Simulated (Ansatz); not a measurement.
This geometry of CH$_{5}$N$_{2}$ (8 atoms, charge 1, multiplicity 1) is a first-order saddle point.

These are results of Ansatz, RKS r2SCAN-D4/def2-SVP, not measurements.

```xyz
8
Properties=species:S:1:pos:R:3
N -1.096 0.653 -1.041
C -0.066 0.703 -0.362
N 0.463 -0.470 0.527
H -1.671 -0.195 -1.051
H 0.608 1.568 -0.293
H 1.336 -0.217 1.014
H 0.656 -1.309 -0.041
H -0.229 -0.732 1.247
```

(1) Which two structures does it join? (They come from a converged band through this point; their orientation in space is the band's.)

(2) How far does it lie above each of them?

Results:

(1) No bond is made or broken. The dihedral N1–C2–N3–H8 goes from -121 to 0°. The two ends are copies of one structure, up to a mirror image or an exchange of like atoms.

First end point:

```xyz
8
Properties=species:S:1:pos:R:3
N -0.787 0.569 -1.334
C -0.173 0.710 -0.271
N 0.365 -0.444 0.612
H -0.979 -0.369 -1.701
H 0.074 1.677 0.191
H 1.389 -0.368 0.728
H 0.159 -1.373 0.216
H -0.048 -0.402 1.558
```

Last end point:

```xyz
8
Properties=species:S:1:pos:R:3
N -1.214 0.791 -0.790
C -0.037 0.640 -0.444
N 0.493 -0.510 0.450
H -1.932 0.126 -0.485
H 0.793 1.304 -0.725
H 0.930 -0.135 1.307
H 1.220 -1.052 -0.045
H -0.252 -1.163 0.733
```

(2) 3.6 kJ/mol above the first and 3.6 kJ/mol above the second. This is the barrier of this one path; another mechanism may lie lower. Limits of this set-up: the dipole of an ion depends on the origin.

The run took 2.5 min on 1 thread of Arm Neoverse V1, on a shared host, peak memory 0.12 GiB.
